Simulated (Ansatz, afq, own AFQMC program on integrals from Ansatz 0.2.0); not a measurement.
## Where AFQMC and coupled cluster stand for B₂H₂, singlet

```xyz
4

B     0.0000    0.0000    0.7529
B     0.0000    0.0000   -1.0096
H     0.0000    1.0240    1.3765
H     0.0000   -1.0240    1.3765
```

Connectivity, by distances: BH2–B.

Basis 6-31G. Noble-gas cores (and the filled d shells of Ga–Kr and In–Xe) are frozen. Ansatz 0.2.0 and our own AFQMC program on the same integrals; the CISD trial comes from CCSD amplitudes, and released means the phaseless constraint is let go. Error bars are statistical, one sigma.

Determinant: RHF, the one that the program's search chose, which needn't be the lowest solution. The geometry is a PBE0/def2-TZVP stationary point of this or a neighbouring charge and spin state.

Full CI on the same integrals is exact in this basis and with this determinant's frozen core.

Cautions: another spin lies lower (by 491 meV); restricted determinant unstable towards unrestricted (UHF 598 meV lower, ⟨S²⟩ 0.84); the released energies are still falling, so no released level is given (meV from the phaseless value at times in 1/Eh: -1.4 ± 2.3 at 0.24, -3.3 ± 2.3 at 0.51, -6.9 ± 2.2 at 0.99, -9 ± 3 at 1.62, -16 ± 3 at 2.40), though the last usable value meets full CI within the noise; CCSDTQ on the UHF determinant differs (489 meV lower), perhaps since the unrestricted series falls towards higher spin.

The T1 diagnostic is 0.0111, the weight of the determinant in the CISD state is 0.886 and the size of the correlated space is 8 electrons in 20 orbitals.

Reference: full CI, correlation energy -3.289 eV.

| level | E − E(reference) (mEh) | share of correlation (%) |
| --- | --- | --- |
| HF | 120.85 | 0.00 |
| MP2 | 38.27 | 68.33 |
| CCSD | 3.21 | 97.35 |
| CCSD(T) | 0.97 | 99.20 |
| CCSDT | 0.23 | 99.81 |
| CCSDT(Q) | 0.09 | 99.92 |
| CCSDTQ | 0.01 | 99.99 |
| ph-AFQMC/HF | -0.25 ± 0.81 | 100.21 |
| ph-AFQMC/CISD | 0.37 ± 0.08 | 99.69 |

CCSDT and higher add their correlation energy to the determinant of the CCSD(T) run, since their own runs factorise the integrals more tightly (a shift of under 2 meV). A walk keeps the symmetry of its determinant, which the program's search chose and which needn't be the lowest solution, so a lower state of the same spin and another symmetry isn't excluded.
